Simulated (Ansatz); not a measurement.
Worked example: Al$_{2}$H⁺, triplet against Al2H, doublet

Geometry (PBE0/def2-TZVP stationary point of a doublet), kept for both states (Al2H, doublet: Π; Al2H⁺, triplet: Π):

```xyz
3

Al    0.0000    0.0000    0.3526
Al    0.0000    0.0000   -2.3244
H     0.0000    0.0000    1.9718
```

Basis cc-pVTZ; Ansatz 0.2.0. Correlated methods freeze the noble-gas cores. R marks a restricted (for open shells ROHF) determinant, U an unrestricted one.

Full CI isn't at hand for all of this; UCCSDT(Q) serves as the reference, and is uncertain by about the last step of the cluster series.

Coupled cluster chose its determinant by trial CCSD, here up to 0.04 eV above the lowest Hartree–Fock solution of its kind, and MP2 stands on that determinant too.

```
    level  E(Al2H, doublet) (hartree)  E(Al2H⁺, triplet) (hartree)
     UMP2                 -484.472824                  -484.206384
 UCCSD(T)                 -484.511108                  -484.237204
      PBE                 -485.114626                  -484.843130
     PBE0                 -485.158254                  -484.886597
UCCSDT(Q)                 -484.513140                  -484.238971
```

Give the vertical gap, Al2H⁺ triplet less Al2H doublet, at each level in eV (1 hartree = 27.2114 eV), and each error against UCCSDT(Q).

UCCSDT(Q): (-484.238971 − (-484.513140)) × 27.2114 = 7.461 eV (the reference)
PBE0: (-484.886597 − (-485.158254)) × 27.2114 = 7.392 eV, error -0.069 eV
PBE: (-484.843130 − (-485.114626)) × 27.2114 = 7.388 eV, error -0.073 eV
UCCSD(T): (-484.237204 − (-484.511108)) × 27.2114 = 7.453 eV, error -0.008 eV
UMP2: (-484.206384 − (-484.472824)) × 27.2114 = 7.250 eV, error -0.211 eV

Total energies of functionals can't be set beside those of wave-function methods, since they hold the core's correlation and their own absolute errors; only the differences compare.

The reference still carries a basis error, for a change of charge of the order of 0.1 eV, so smaller errors of functionals can't be ranked.

Each level lands on the state that its own search finds. T1 diagnostics of restricted CCSD: 0.024 and 0.060.
